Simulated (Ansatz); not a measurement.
We consider hematite (α-Fe2O3), described by PBE0 in Ansatz (plane waves, PAW).

Settings: plane-wave cutoff 460 eV, 6×6×6 k mesh, Fermi–Dirac smearing 0.01 eV, spin-polarised with opposed moments, scalar-relativistic PAW data made under PBE.

Cell (measured lattice):

```yaml
crystal:
  lattice:
    - [2.51700, -1.45319, -4.58400]
    - [-2.51700, -1.45319, -4.58400]
    - [0.00000, 2.90638, -4.58400]
  atoms:
    - { symbol: Fe, position: [0.85641, 0.85641, 0.85641], spin: 5.0 }
    - { symbol: Fe, position: [0.35641, 0.35641, 0.35641], spin: -5.0 }
    - { symbol: Fe, position: [0.14359, 0.14359, 0.14359], spin: 5.0 }
    - { symbol: Fe, position: [0.64359, 0.64359, 0.64359], spin: -5.0 }
    - { symbol: O, position: [0.44047, 0.05953, 0.75000] }
    - { symbol: O, position: [0.05953, 0.75000, 0.44047] }
    - { symbol: O, position: [0.55953, 0.94047, 0.25000] }
    - { symbol: O, position: [0.25000, 0.55953, 0.94047] }
    - { symbol: O, position: [0.94047, 0.25000, 0.55953] }
    - { symbol: O, position: [0.75000, 0.44047, 0.05953] }
```

**Question.** Estimate the band gap, smallest direct gap on the k points sampled, Γ–Γ gap and magnetic moment (largest site, within a sphere) that the calculation returns.

**Answer.** 
* **band gap**: 4.25 eV
* **smallest direct gap on the k points sampled**: 4.26 eV
* **Γ–Γ gap**: 4.84 eV
* **magnetic moment (largest site, within a sphere)**: 3.91 μB

Measured, for comparison: band gap 2.6 eV (temperature not stated, not corrected to a static lattice, photoemission and inverse photoemission; as tabulated in Parkinson (2016), arXiv:1602.06774). Computed (rounded) less measured: band gap +1.65 eV.

Note: cell and atoms aren't relaxed at this level (largest force component 0.25 eV/Å, pressure -0.4 GPa).

Spins in the cell block are starting values.

Moments are spin moments.

The computed numbers hold no vibrational or temperature effects.

Ansatz is a quantum-chemistry and plane-wave program.
